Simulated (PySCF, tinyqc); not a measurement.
Coupled-perturbed Hartree-Fock on RHF in the sto-3g basis, for CH2, spin multiplicity 1, step by step. The lowest restricted solution is unstable here: a spin-polarised one lies 0.0373 hartree lower (PySCF). One step of it, computed by the program tinyqc.

Task: Coupled step 1. U_ai = -(mu_ai + sum_bj [4 (ai|bj) - (ab|ij) - (aj|bi)] U_bj) / (e_a - e_i); alpha = -4 sum U_ai mu_ai.

uncoupled U, order a5, a6, a7:
```
[[0.000000, 0.000000, 0.000000, 0.000000],
 [0.000000, 0.000000, 0.737845, 0.000000],
 [-0.007065, 0.197079, 0.000000, 0.610385]]
```

dipole integrals <a|y|i> (bohr), order a5, a6, a7:
```
[[0.000000, 0.000000, 0.000000, 0.000000],
 [0.000000, 0.000000, -0.949614, 0.000000],
 [0.083287, -0.325105, 0.000000, -0.665450]]
```

orbital energies (hartree): [-10.997200, -0.857445, -0.550883, -0.298042, 0.226480, 0.736126, 0.792172]

Two-electron integrals over orbitals (pq|rs), unique and non-zero (hartree):
```
(11|11) 3.505819    (21|11) -0.287449   (21|21) 0.037924    (22|11) 0.719399
(22|21) -0.005975   (22|22) 0.563893    (31|31) 0.007932    (32|31) 0.014030
(32|32) 0.149007    (33|11) 0.627913    (33|21) -0.002300   (33|22) 0.532342
(33|33) 0.543074    (41|11) 0.169025    (41|21) -0.018161   (41|22) 0.016811
(41|33) 0.007144    (41|41) 0.027648    (42|11) -0.068635   (42|21) 0.007720
(42|22) 0.036345    (42|33) 0.021664    (42|41) 0.012812    (42|42) 0.068512
(43|31) -0.003103   (43|32) 0.015405    (43|43) 0.030323    (44|11) 0.819831
(44|21) -0.014443   (44|22) 0.498485    (44|33) 0.477919    (44|41) -0.012704
(44|42) -0.077991   (44|44) 0.687046    (51|51) 0.021765    (52|51) 0.023170
(52|52) 0.088098    (53|53) 0.021536    (54|51) -0.013652   (54|52) -0.038792
(54|54) 0.053874    (55|11) 0.851978    (55|21) -0.009224   (55|22) 0.546989
(55|33) 0.497862    (55|41) 0.004884    (55|42) -0.036205   (55|44) 0.589019
(55|55) 0.672833    (61|11) -0.236496   (61|21) 0.034063    (61|22) 0.001805
(61|33) 0.000877    (61|41) -0.006251   (61|42) 0.014489    (61|44) -0.021022
(61|55) -0.005907   (61|61) 0.036045    (62|11) 0.250917    (62|21) -0.005657
(62|22) 0.080414    (62|33) 0.028933    (62|41) 0.014731    (62|42) 0.000644
(62|44) 0.080432    (62|55) 0.124615    (62|61) 0.001603    (62|62) 0.098555
(63|31) 0.001317    (63|32) -0.069000   (63|43) -0.022416   (63|63) 0.080241
(64|11) 0.091591    (64|21) 0.000499    (64|22) 0.029700    (64|33) 0.006546
(64|41) 0.003721    (64|42) -0.001396   (64|44) 0.050693    (64|55) 0.040197
(64|61) 0.002764    (64|62) 0.043508    (64|64) 0.027856    (65|51) 0.017894
(65|52) 0.058792    (65|54) -0.017105   (65|65) 0.048101    (66|11) 0.714801
(66|21) -0.005532   (66|22) 0.555533    (66|33) 0.530143    (66|41) 0.023451
(66|42) 0.057446    (66|44) 0.462065    (66|55) 0.515750    (66|61) 0.006328
(66|62) 0.061277    (66|64) 0.022248    (66|66) 0.589557    (71|31) 0.013355
(71|32) 0.020836    (71|43) -0.005622   (71|63) 0.002048    (71|71) 0.022668
(72|31) 0.008109    (72|32) -0.009223   (72|43) -0.030946   (72|63) 0.047833
(72|71) 0.012819    (72|72) 0.052207    (73|11) 0.245469    (73|21) -0.006673
(73|22) 0.042519    (73|33) 0.027641    (73|41) -0.001689   (73|42) -0.055261
(73|44) 0.125789    (73|55) 0.118668    (73|61) -0.007745   (73|62) 0.072934
(73|64) 0.033754    (73|66) 0.001263    (73|73) 0.116744    (74|31) -0.009533
(74|32) -0.071102   (74|43) 0.015465    (74|63) 0.034265    (74|71) -0.015495
(74|72) -0.008146   (74|74) 0.063124    (75|53) 0.018351    (75|75) 0.021623
(76|31) 0.009382    (76|32) 0.114238    (76|43) 0.026523    (76|63) -0.075727
(76|71) 0.014131    (76|72) -0.031348   (76|74) -0.050151   (76|76) 0.112593
(77|11) 0.763073    (77|21) -0.009588   (77|22) 0.529086    (77|33) 0.537730
(77|41) 0.003788    (77|42) -0.007655   (77|44) 0.536546    (77|55) 0.534008
(77|61) -0.008090   (77|62) 0.042165    (77|64) 0.012199    (77|66) 0.530656
(77|73) 0.061257    (77|77) 0.573326
```

Give: U after step 1; polarisability.

Result:

U after step 1, order a5, a6, a7:
```
[[0.000, 0.000, 0.000, 0.000],
 [0.000, 0.000, 0.867, 0.000],
 [-0.006, 0.246, 0.000, 0.756]]
```

polarisability = 5.625 bohr^3
